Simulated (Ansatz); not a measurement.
# Relative stability

Two relaxed structures of C₂H₄S, singlet (PBE0-D4/def2-TZVP; forces vanish, vibrations not checked).

A:

```tsv
atom	x (Å)	y (Å)	z (Å)
C1	1.4327	-0.6499	1.9034
C2	0.6402	-0.1803	1.1376
S3	-1.7212	1.0132	-1.6573
H4	-1.9824	-0.2675	-1.9610
H5	-0.6761	1.0574	-2.4977
H6	2.1359	-1.0652	2.5862
H7	-0.0652	0.2352	0.4499
```

B:

```xyz
7
angstrom
C -1.0904 0.8693 0.0702
C 2.2033 -0.9266 -0.2671
S 2.0165 -1.4034 1.1737
H -1.4601 -0.1222 0.3314
H -0.3638 0.7835 -0.7373
H -1.9237 1.4936 -0.2513
H -0.6134 1.3212 0.9398
```

Program: Ansatz 0.2.0. Basis: def2-TZVPP. Cores are frozen in the correlated methods. B3LYP uses VWN-RPA correlation.

Problem. Which structure is lower at CCSD(T), and by how much? (An estimate is asked for; the value comes from the calculation.)

Solution. By the calculation: B, by 0.179 eV (electronic energy, against the other). By their contacts, A is a complex of C₂H₂ (C#C) + H₂S and B is a complex of CH₄ + CS.

All methods give the same order:

```csv
method,E(B) − E(A) (eV)
PBE-D4,-0.081
r2SCAN-D4,-0.099
PBE0-D4,-0.028
B3LYP-D4,-0.054
wB97M-V,-0.090
HF,-0.061
MP2,-0.091
CCSD,-0.090
CCSD(T),-0.179
```

No T1 diagnostic of these runs exceeds 0.019.

For scale, one of the runs: CCSD(T)/def2-TZVPP, 160 basis functions, launched by `ansatz run in.yaml --threads 2 --pin off --events-out ev --progress --plain --max-ram 4352MiB`. Hardware: 2 CPU threads of an Intel Xeon Platinum 8259CL, shared host. Wall time 16 s; peak host memory 1.1 GiB.
